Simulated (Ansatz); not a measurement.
Start from `C[Si]S` and change one element to get `C[Si]O`.

Ansatz, PBE0-D4/def2-TZVP geometries, multiplicity 1. Each molecule was computed in one conformer, which needn't be the lowest.

| property | `C[Si]S` |
| --- | --- |
| LUMO energy (PBE0/def2-TZVPP) / eV | -2.06 |
| HOMO energy (PBE/def2-TZVPP) / eV | -5.41 |
| LUMO energy (PBE/def2-TZVPP) / eV | -2.85 |
| vertical ionisation energy (CCSD(T)/CBS(def2)) / eV | 8.76 |
| LUMO energy (ωB97M-V/def2-TZVPP) / eV | -0.10 |
| HOMO energy (PBE0/def2-TZVPP) / eV | -6.46 |

What does the change do to each property? (Best estimate.)

Computed: 
```json
{"property": "LUMO energy (PBE0/def2-TZVPP) / eV", "`C[Si]O`": "-1.62", "shift": "0.44"}
{"property": "HOMO energy (PBE/def2-TZVPP) / eV", "`C[Si]O`": "-5.26", "shift": "0.15"}
{"property": "LUMO energy (PBE/def2-TZVPP) / eV", "`C[Si]O`": "-2.47", "shift": "0.38"}
{"property": "vertical ionisation energy (CCSD(T)/CBS(def2)) / eV", "`C[Si]O`": "8.82", "shift": "0.06"}
{"property": "LUMO energy (ωB97M-V/def2-TZVPP) / eV", "`C[Si]O`": "0.39", "shift": "0.49"}
{"property": "HOMO energy (PBE0/def2-TZVPP) / eV", "`C[Si]O`": "-6.32", "shift": "0.14"}
```

With PBE0 the HOMO rises by 0.14 eV and the LUMO rises by 0.44 eV, so the gap widens by about 0.30 eV. PBE moves the HOMO by 0.15 eV and ωB97M-V by 0.09 eV.
